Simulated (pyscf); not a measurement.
H₂N–SiH₃ (SMILES N[SiH3]) + H₂N–SiH₃ (SMILES N[SiH3]) -> H₃Si–NH–SiH₃ (SMILES [SiH3]N[SiH3]) + NH₃ (SMILES N) (four-centre exchange; singlet surface; N–Si, H–N broken, N–Si, H–N formed). Structures and frequencies: ωB97X-D3(BJ)/def2-SVP in PySCF. Energies in kJ/mol from the separated reactants.

```csv
level,barrier,reaction energy
ωB97X-D3(BJ)/def2-TZVP,125.1,-15.9
PBE/def2-TZVP,[?],[?]
B3LYP-D3(BJ)/def2-TZVP,129.9,-12.2
PBE0-D3(BJ)/def2-TZVP,[?],-11.8
ωB97M-D3(BJ)/def2-TZVP,131.5,-10.8
HF/def2-TZVP,221.3,-7.5
```

Problem. What belongs in the gaps?

Solution. 
- PBE/def2-TZVP, barrier: 114.3
- PBE/def2-TZVP, reaction energy: -8.3
- PBE0-D3(BJ)/def2-TZVP, barrier: 115.8

The functionals in the table span 17.2 kJ/mol in this barrier, from PBE to ωB97M-D3(BJ)/def2-TZVP. On the reactant side the descent ends in a complex (not fully relaxed), 18.5 kJ/mol under the separated species and 143.6 kJ/mol under the saddle at ωB97X-D3(BJ)/def2-TZVP. On the product side the descent ends in a complex (not fully relaxed), 25.2 kJ/mol under the separated species and 166.2 kJ/mol under the saddle at ωB97X-D3(BJ)/def2-TZVP. This is the saddle that the search found; another between the same sides may lie lower.
